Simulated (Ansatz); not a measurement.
Geometry optimisation, UKS PBE/def2-SVP in Ansatz.

Input:

```yaml
crystal:
  periodic: [false, false, false]
  atoms:
    - { symbol: B, position_ang: [-2.04198, 0.85127, -1.38275] }
    - { symbol: Al, position_ang: [-0.15925, 0.75599, -0.6562] }
    - { symbol: Si, position_ang: [0.92243, -0.71813, 0.9533] }
    - { symbol: H, position_ang: [-3.15527, 0.73791, -1.708] }
    - { symbol: H, position_ang: [0.88922, 1.77816, -1.26596] }
    - { symbol: H, position_ang: [0.36426, -2.07907, 1.14096] }
    - { symbol: H, position_ang: [1.02498, -0.19462, 2.3374] }
    - { symbol: H, position_ang: [2.33845, -0.99186, 0.58627] }
magnetization:
  spin_polarized: true
  initial_magnetization: 1
basis:
  gaussian: { orbitals: def2-SVP }
hamiltonian:
  xc: pbe
relax:
  f_tol: 0.015
  max_steps: 40
```

Command:

```bash
$ ansatz run input.yaml --threads 2 --pin off --max-ram 3072MiB --backend cpu --events-out ev --progress --plain --runs-dir out
```

**Question.** Where does it end, and by what steps?

**Answer.** The forces met the threshold. The force dipped under the threshold on the way, but the program's further checks kept it going. After 14 steps the energy has fallen by 0.186 eV; H6 moved furthest, 0.53 Å.

```csv
step,energy less start (eV),largest force component (eV/Å),accepted
0,0.0000,1.105,yes
1,-0.1439,0.335,yes
2,-0.1622,0.097,yes
3,-0.1740,0.067,yes
4,-0.1799,0.088,yes
5,-0.1817,0.078,yes
6,-0.1838,0.056,yes
7,-0.1841,0.027,yes
8,-0.1845,0.023,yes
9,-0.1849,0.059,yes
10,-0.1854,0.045,yes
11,-0.1858,0.006,yes
12,-0.1860,0.009,yes
13,-0.1860,0.018,yes
14,-0.1861,0.009,yes
```

```xyz
8
Properties=species:S:1:pos:R:3
B -1.869 0.606 -1.320
Al 0.021 0.962 -0.657
Si 0.886 -0.720 0.929
H -2.995 0.318 -1.662
H 0.858 2.241 -1.139
H -0.101 -1.826 1.203
H 1.234 -0.082 2.254
H 2.148 -1.359 0.397
```

Time of the run: 28 s on 2 threads of Arm Neoverse V1 (shared host), peak memory 0.17 GiB.
